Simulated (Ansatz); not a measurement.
nitrous oxide (SMILES N#[N+][O-]) moved off its minimum; all values from Ansatz (an electronic-structure program), cores frozen in correlated methods.
(charge 0, multiplicity 1)
```xyz
3

N      0.01651     0.02705    -1.22327
N      0.06375     0.02527    -0.03900
O      0.21009    -0.14754     1.18975
```

Forces at PBE/def2-TZVPP (eV/Å):

| atom | Fx | Fy | Fz |
|---|---|---|---|
| N1 | -0.040 | 0.389 | 4.650 |
| N2 | 0.697 | -1.290 | -0.953 |
| O3 | -0.657 | 0.901 | -3.697 |

Question: Give the forces (eV/Å), the total energy and the dipole at CCSD(T)/aug-cc-pVTZ.

Answer: 
```tsv
atom	Fx	Fy	Fz
N1	-0.013	0.369	5.056
N2	0.630	-1.218	-1.607
O3	-0.618	0.848	-3.449
```
Energy -184.4094 hartree, dipole 0.35 D.

Doubts at one or more of the structures used: a restricted determinant that unrestricted orbitals would lower (CCSD(T)/aug-cc-pVTZ).
